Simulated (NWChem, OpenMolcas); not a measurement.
How basis sets differ on BH2F (SMILES BF)

BH2F has 4 atoms, charge 0, and is taken as a singlet. As SMILES, `BF`. Geometry: relaxed at PBE0-D4/def2-TZVP.

Quantity: the dipole moment, in D. The values are calculated.

```
                level           kind     program  value (D)
          B3LYP/6-31G  global hybrid      NWChem       0.81
       B3LYP/6-311G**  global hybrid      NWChem       0.63
B3LYP/6-311G(2df,2pd)  global hybrid      NWChem       0.61
        B3LYP/cc-pVTZ  global hybrid  OpenMolcas       0.68
```

The values span 0.61 to 0.81 D. Magnitudes only: a small dipole may point the other way at some levels. Sets without polarisation functions give poor dipoles. Without the sets that lack polarisation functions the rows with a basis span only 0.61 to 0.68 D.
